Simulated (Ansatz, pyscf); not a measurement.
HO–BH–F -> B–OH [singlet] + hydrogen fluoride (HF), a 1,1-elimination on the singlet surface: B–H, B–F broken, F–H formed. PySCF, gas phase, ωB97X-D3(BJ)/def2-SVP geometries. Wave-function energies: Ansatz (a first-principles code), frozen core, RHF or UHF references. In kJ/mol, from the reactant's lowest minimum found.

Cost: rough CPU time of the saddle's run relative to CCSD(T)/cc-pV(D+d)Z, from one job on a shared machine, with the HF step and its search for lower states.

```
level                   barrier  reaction energy  cost
----------------------  -------  ---------------  ----
r²SCAN/def2-TZVP         420.61          +419.02     –
B3LYP-D3(BJ)/def2-TZVP   425.13          +403.54     –
CCSD(T)/cc-pV(D+d)Z      427.64          +382.18     1
CCSDT(Q)/cc-pV(D+d)Z     425.27          +381.62    65
CCSD(T)/cc-pV(T+d)Z      439.09          +386.89     6
CCSD(T)/cc-pV(Q+d)Z      436.69          +384.66     –
```

In cc-pV(D+d)Z, going from CCSD(T) to CCSDT(Q) shifts the barrier by -2.37 and the reaction energy by -0.56 kJ/mol. With HF in the quadruple-zeta basis and the correlation energy extrapolated as X⁻³ from X = 3, 4, CCSD(T) gives 435.74 and +385.52; adding the double-zeta shift gives ΔE‡ = 433.37 and ΔE = +384.96 kJ/mol, without core correlation, relativity or geometry relaxation at these levels. On the product side the descent ends in a bound adduct, 39.99 kJ/mol under the separated species and 71.79 kJ/mol under the saddle at ωB97X-D3(BJ)/def2-TZVP. The same reactants have a lower exit, to HB=O + HF (barrier +243.46 kJ/mol at ωB97M-D3(BJ)/def2-TZVP, against +425.09 kJ/mol here). B–OH [singlet] lies 186.11 kJ/mol over its isomer HB=O (electronic energy, ωB97M-D3(BJ)/def2-TZVP). One saddle was located; it need not be the lowest between these sides.
